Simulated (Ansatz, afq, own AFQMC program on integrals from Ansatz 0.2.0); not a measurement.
Where AFQMC and coupled cluster stand for NH3, singlet

```xyz
4

N     0.0003   -0.0001   -0.0667
H     0.9385    0.0130    0.3137
H    -0.4826    0.8082    0.3055
H    -0.4607   -0.8202    0.3074
```

Basis cc-pVDZ. Noble-gas cores (and the filled d shells of Ga–Kr and In–Xe) are frozen. Integrals, coupled cluster, full CI and functionals: Ansatz 0.2.0; the random walks run on the same integrals in our own AFQMC program. ph-AFQMC/CISD is guided by a CISD state made of CCSD amplitudes; releasing the constraint for a short imaginary time cuts its bias at the price of noise, slowly where states lie close. ± is one standard error of the sampling.

Determinant: RHF, the one that the program's search chose, which needn't be the lowest solution. The geometry is a PBE0/def2-TZVP stationary point of this or a neighbouring charge and spin state.

No full CI on the walks' own integrals is used here; CCSDT(Q) serves as the reference and is uncertain by about the last step of the cluster series.

- T1 diagnostic: 0.0054
- weight of the determinant in the CISD state: 0.937
- size of the correlated space: 8 electrons in 28 orbitals

Reference: CCSDT(Q), correlation energy -5.630 eV. The released energy is read at 2.40 1/Eh (meV from the phaseless value at times in 1/Eh: -7 ± 5 at 0.24, -12 ± 6 at 0.51, -4 ± 5 at 0.99, 2 ± 4 at 1.62, -5 ± 6 at 2.40).

```json
{"level": "HF", "E − E(reference) (mEh)": "206.90", "share of correlation (%)": "0.00"}
{"level": "MP2", "E − E(reference) (mEh)": "20.62", "share of correlation (%)": "90.04"}
{"level": "CCSD", "E − E(reference) (mEh)": "4.38", "share of correlation (%)": "97.88"}
{"level": "CCSD(T)", "E − E(reference) (mEh)": "0.60", "share of correlation (%)": "99.71"}
{"level": "CCSDT", "E − E(reference) (mEh)": "0.33", "share of correlation (%)": "99.84"}
{"level": "ph-AFQMC/HF", "E − E(reference) (mEh)": "-0.22 ± 0.95", "share of correlation (%)": "100.11"}
{"level": "ph-AFQMC/CISD", "E − E(reference) (mEh)": "0.22 ± 0.20", "share of correlation (%)": "99.89"}
{"level": "released AFQMC", "E − E(reference) (mEh)": "0.05 ± 0.21", "share of correlation (%)": "99.97"}
```

A walk keeps the symmetry of its determinant, which the program's search chose and which needn't be the lowest solution, so a lower state of the same spin and another symmetry isn't excluded. Released energies are given only where the last usable release times agree within the noise; a slower fall can still hide under it.
